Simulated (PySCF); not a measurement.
One entry of a table of gas-phase calculations, keyed by method. Lists by class give the value and the number of equivalent atoms.

```json
{
 "name": "sulfur monoxide",
 "formula": "SO",
 "smiles": "O=S",
 "charge": 0,
 "multiplicity": 3,
 "geometry_level": "PBE0-D3(BJ)/def2-SVP",
 "atoms_angstrom": [
  ["O", 0.754, -0.008, -0.003],
  ["S", -0.748, 0.01, -0.025]
 ],
 "electronic_structure_code": "PySCF",
 "results": {
  "PBE0-D3(BJ)/def2-SVP geometry optimisation, gas phase": {
   "point_group": "C∞v",
   "rotational_constants_GHz": [21.016],
   "dipole_D": 1.67
  },
  "UKS B3LYP, IGLO-III on O S, non-relativistic, mean-field spin-orbit, GIAO": {
   "g_iso": 2.00516,
   "g_tensor": [2.0021, 2.0067, 2.0067],
   "s2": 2.009,
   "a_iso_by_class_MHz": [
    ["17O", -28.0, 1],
    ["33S", 6.2, 1]
   ],
   "zfs_D_cm-1": 9.424,
   "spin_populations_mulliken_by_atom": [0.67, 1.33]
  }
 }
}
```

B corresponds to 0.7010 cm⁻¹ (most abundant isotopes). g_iso is shifted by about +2840 ppm from the free-electron value 2.002319; the principal values span 0.0046. Point group C∞v permits a dipole; with 1.67 D the species has a pure rotational spectrum.

